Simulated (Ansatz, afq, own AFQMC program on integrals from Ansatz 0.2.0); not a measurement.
NH3, singlet in 6-31G, levels against full CI

```xyz
4

N     0.0003   -0.0001   -0.0667
H     0.9385    0.0130    0.3137
H    -0.4826    0.8082    0.3055
H    -0.4607   -0.8202    0.3074
```

Basis 6-31G. Only valence electrons are correlated. Ansatz 0.2.0 and our own AFQMC program on the same integrals; the CISD trial comes from CCSD amplitudes, and released means the phaseless constraint is let go. Free projection: walkers drawn from exp(T), propagated without any constraint. Its projection time is finite, and what remains of the start isn't in its error. ± is one standard error of the sampling.

Determinant: RHF, the one that the program's search chose, which needn't be the lowest solution. The geometry is a point of a scan.

Full CI on the same integrals is exact in this basis and with this determinant's frozen core.

```
T1 diagnostic                               : 0.0058
weight of the determinant in the CISD state : 0.951
size of the correlated space                : 8 electrons in 14 orbitals
```

Reference: full CI, correlation energy -3.550 eV. The released energy is read at 2.40 1/Eh (meV from the phaseless value at times in 1/Eh: -1.0 ± 1.4 at 0.24, -1.0 ± 1.2 at 0.51, -0.8 ± 0.7 at 0.99, 1.5 ± 1.2 at 1.62, 0.8 ± 2.1 at 2.40).

```tsv
level	E − E(reference) (meV)	share of correlation (%)
HF	3549.7	0.00
MP2	399.2	88.75
CCSD	50.3	98.58
CCSD(T)	11.7	99.67
CCSDT	8.1	99.77
CCSDT(Q)	0.0	100.00
CCSDTQ	0.4	99.99
ph-AFQMC/HF	-30.9 ± 21.6	100.87
ph-AFQMC/CISD	-0.5 ± 2.3	100.01
released AFQMC	0.3 ± 2.1	99.99
free AFQMC	0.1 ± 1.5	100.00
```

CCSDT and higher add their correlation energy to the determinant of the CCSD(T) run, since their own runs factorise the integrals more tightly (a shift of under 2 meV). Free projections are given only where their last times agree within the noise and don't stop above the reference; a slow remainder of the start can still hide under it. A walk keeps the symmetry of its determinant, which the program's search chose and which needn't be the lowest solution, so a lower state of the same spin and another symmetry isn't excluded. Released energies are given only where the last usable release times agree within the noise; a slower fall can still hide under it.
